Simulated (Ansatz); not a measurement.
**AlH4 (doublet): the correlation ladder at distance Al1–H4 along a hydrogen transfer = 2.081 Å, cc-pVDZ**

How much of the correlation energy of AlH4 (doublet) does each wave-function method recover here?

Method: cc-pVDZ, core rule «outside noble gas», up to 5 orbitals frozen; program: Ansatz 0.2.0, Gaussian basis.

The runs, in order: UHF; CCSD(T) on ROHF; CCSD(T) on UHF; BCCD(T) on ROHF; CISD; CCSDT(Q) on ROHF; CCSDT(Q) on UHF; CCSDTQ on ROHF; CCSDTQ on UHF; CASSCF and MRCISD+Q, 3 electrons in 3 orbitals; CASSCF and NEVPT2, 3 electrons in 3 orbitals; CASSCF and MRCISD+Q, 7 electrons in 8 orbitals; CASSCF and NEVPT2, 7 electrons in 8 orbitals; Full CI.

8 further runs of the same task are left out: 8 for a known fault of the program.

## (1) The geometry

The geometry derives from fragments relaxed apart (PBE0/def2-TZVP) and kept rigid, so it is no stationary point. A hydrogen atom is moved between rigid fragments.

5 atoms, charge 0, spin multiplicity 2.

Atoms are counted from 1 here; the program's logs count them from 0.

Bond lengths: Al1–H2 1.586 Å, Al1–H3 1.586 Å. Angles: H2–Al1–H3 120.0°.

Geometry (Å):

```xyz
5
charge 0, multiplicity 2
Al   -0.11437    0.00000    0.00000
H    -0.90730    1.37338    0.00000
H    -0.90730   -1.37338    0.00000
H     1.96663    0.00000    0.00000
H     2.90963    0.00000    0.00000
```

## (2) UHF

File in.yaml:

```yaml
crystal:
  periodic: [false, false, false]
  atoms:
    - {symbol: Al, position_ang: [-0.114373, 0.000000, 0.000000]}
    - {symbol: H, position_ang: [-0.907297, 1.373384, 0.000000]}
    - {symbol: H, position_ang: [-0.907297, -1.373384, 0.000000]}
    - {symbol: H, position_ang: [1.966627, 0.000000, 0.000000]}
    - {symbol: H, position_ang: [2.909627, 0.000000, 0.000000]}
basis:
  gaussian: {orbitals: cc-pVDZ}
magnetization: {spin_polarized: true, initial_magnetization: 1}
hamiltonian: {xc: hf}
output: {orbitals: {seedname: orbitals}}
```

On the command line:

```
$ ansatz run in.yaml --threads 1 --pin off --events-out ev --progress --plain --max-ram 2816MiB --backend cpu
```

The runs that follow: CCSD(T) on ROHF; CCSD(T) on UHF; BCCD(T) on ROHF; CISD; CCSDT(Q) on ROHF; CCSDT(Q) on UHF; CCSDTQ on ROHF; CCSDTQ on UHF; CASSCF and MRCISD+Q, 3 electrons in 3 orbitals; CASSCF and NEVPT2, 3 electrons in 3 orbitals; CASSCF and MRCISD+Q, 7 electrons in 8 orbitals; CASSCF and NEVPT2, 7 electrons in 8 orbitals; Full CI.

Q: Predict the results of all the runs planned. Wanted: FCI below the RHF energy; RMP2 from FCI; UMP2 from FCI; RCCSD from FCI; RCCSD(T) from FCI; UCCSD(T) from FCI; RCCSDT(Q) from FCI; UCCSDT(Q) from FCI; NEVPT2 pair from FCI.

**Answer**, as computed:

| quantity | value |
| --- | --- |
| FCI below the RHF energy | -3.3583 eV |
| RMP2 from FCI | +83.9 kJ/mol |
| UMP2 from FCI | +84.0 kJ/mol |
| RCCSD from FCI | +5.9 kJ/mol |
| RCCSD(T) from FCI | +1.6 kJ/mol |
| UCCSD(T) from FCI | +1.7 kJ/mol |
| RCCSDT(Q) from FCI | 0.0 kJ/mol |
| UCCSDT(Q) from FCI | 0.0 kJ/mol |
| NEVPT2 pair from FCI | +73.0 kJ/mol |
| MRCISD+Q pair from FCI | -1.1 kJ/mol |
| NEVPT2 valence from FCI | +58.5 kJ/mol |
| levels within 1 kcal/mol (43 meV) | RCCSD(T), UCCSD(T), BCCD(T), RCCSDT, UCCSDT, RCCSDT(Q), UCCSDT(Q), RCCSDTQ, UCCSDTQ, MRCISD+Q pair, MRCISD+Q valence |
| T1 diagnostic | 0.023 |
| effectively unpaired electrons | 1.04 |

In words: RCCSD(T) misses by +1.6 kJ/mol, 0.5 % of the correlation energy. MRCISD+Q pair falls below full CI: the +Q correction isn't variational, and the cores differ from full CI's. One determinant dominates. Of the multireference levels listed MRCISD+Q valence comes nearest in total energy (+0.5 kJ/mol), which doesn't show that its space is the better one. These misses are within one basis, not against nature; the frozen cores of restricted and unrestricted runs differ, which can shift their rows.
